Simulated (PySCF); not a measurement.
Compound: C3H3ClS.
Bonds: C1–C2, C2–Cl3, C2–C4 (double), C4–S5 (double). Hydrogens: H6, H7, H8 on C1.

Method used: PBE0-D3(BJ)/def2-SVP geometry optimisation, gas phase (PySCF 2.14.0).

Q: List the bond lengths and angles at this level.

A: 
| bond | length (Å) | order |
| --- | --- | --- |
| C1–C2 | 1.493 | single |
| C2–Cl3 | 1.743 | single |
| C2=C4 | 1.319 | double |
| C4=S5 | 1.559 | double |
| C1–H6, C1–H7, C1–H8 | 1.101 | single |

Bonds in one row agree within 0.01 Å and their mean is given. Orders are formal, as drawn. A selection of angles:
| angle | degrees |
| --- | --- |
| C2–C1–H6 | 110.4 |
| C2–C1–H7 | 110.6 |
| H6–C1–H7 | 108.7 |
| H6–C1–H8 | 108.0 |
| C1–C2–Cl3 | 117.1 |
| C1–C2–C4 | 125.4 |
| Cl3–C2–C4 | 117.6 |
| C2–C4–S5 | 179.1 |

The 5 heavy atoms lie in one plane (0.000 Å rms). The 2 C–C bonds span 1.319 Å (C2=C4, drawn double) to 1.493 Å (C1–C2, drawn single), a spread of 0.174 Å.

Point group: Cs (every atom within 0.08 Å of its image). PBE0-D3(BJ)/def2-SVP frequencies: not computed here.
